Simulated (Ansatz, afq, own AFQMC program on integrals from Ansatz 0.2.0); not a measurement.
AFQMC on a folder of integrals that Ansatz 0.2.0 wrote.

```yaml
crystal:
  periodic: [false, false, false]
  atoms:
    - {symbol: Si, position_ang: [0.000000, -0.053317, 0.004349]}
    - {symbol: H, position_ang: [0.000000, 0.781309, -1.403901]}
    - {symbol: H, position_ang: [0.000000, 0.704335, 1.282723]}
basis:
  gaussian: {orbitals: cc-pVDZ}
magnetization: {spin_polarized: true, initial_magnetization: 2}
correlation: {method: ccsd_t, electrons: outside_noble_gas, hamiltonian_folder: ham}
```

```sh
$ ansatz run in.yaml --threads 1 --pin off --events-out ev --progress --plain --max-ram 16896MiB --backend cuda --devices 0, --max-vram 18GiB
```

Options of the walk:

```
--method phaseless --trial cisd --walkers 4000 --populations 20 --least-time 60 --time-step 0.005 --steps-per-block 50 --equilibration-blocks 28 --max-blocks 4000 --target-error 0.00015 --factor-cut 1e-05 --start spin_pure --seed 5266 --release-times 0.24,0.51,0.99,1.62,2.4 --release-step 0.03 --release-every 3 --taylor-order 6
```

Times are imaginary, in 1/Eh. The walk had a cap of 122 s. With eight or more populations the least sampling time is a fifth of least-time, and the error comes from their spread.

afq prints:

```
orbitals 23  electrons 4 2  factors 159 of 272
reference energy -290.00460487 Eh
CCSD correlation -0.09575320 Eh in 12 cycles, weight of the determinant in the CISD state 0.9336
energy of the start -290.100327 Eh
 block  time / (1/Eh)  mean weight  energy / Eh
     1     0.250  0.9998  -290.099989
     2     0.500  0.9999  -290.100274
     3     0.750  1.0000  -290.100785
     4     1.000  1.0001  -290.101238
     5     1.250  0.9999  -290.101599
    10     2.500  1.0000  -290.102558
    15     3.750  1.0001  -290.103054
    20     5.000  1.0000  -290.103071
    25     6.250  0.9999  -290.102796
    30     7.500  1.0001  -290.102811
    35     8.750  1.0000  -290.103018
    40    10.000  1.0002  -290.103033
    45    11.250  1.0000  -290.102955
    50    12.500  1.0000  -290.103241
    55    13.750  1.0000  -290.103042
    60    15.000  1.0000  -290.102746
    65    16.250  0.9999  -290.102940
    70    17.500  1.0000  -290.103001
    75    18.750  1.0000  -290.103051
    78    19.500  1.0000  -290.102865
error from the spread of 20 populations
released: time / (1/Eh)  energy / Eh  error  mean overlap
  0.24  -290.103053  0.000039  0.9981
  0.51  -290.103068  0.000039  0.9970
  0.99  -290.103088  0.000025  0.9951
  1.62  -290.103170  0.000031  0.9907
  2.40  -290.103093  0.000023  0.9931
energy -290.103005 +/- 0.000047 Eh
(rows thinned)
```

The run passed its tests (sampling time, drift between the halves within three errors, error under three times the target), which doesn't prove that it has relaxed.

Against this walk (error 1.3 meV) on the same determinant: CCSD(T) 16.9 meV higher, CCSDT(Q) 2.7 meV lower, CCSDTQ 2.9 meV lower, full CI 2.9 meV lower. The error is statistical and leaves out the bias of the constraint. Released to 2.40 1/Eh the energy moves by -2.4 ± 1.4 meV (both errors), within twice the noise.

Cautions: constraint bias not in the error; lower spins were not checked.

The walk took 27 s on 1 × NVIDIA H100 80GB HBM3 with 2 threads of AMD EPYC 7R13 Processor (Zen 3), with other jobs on the host (the card was shared). The log's last line is the phaseless energy.

CCSDT and higher add their correlation energy to the determinant of the CCSD(T) run, since their own runs factorise the integrals more tightly (a shift of under 2 meV). A walk keeps the symmetry of its determinant, which the program's search chose and which needn't be the lowest solution, so a lower state of the same spin and another symmetry isn't excluded.
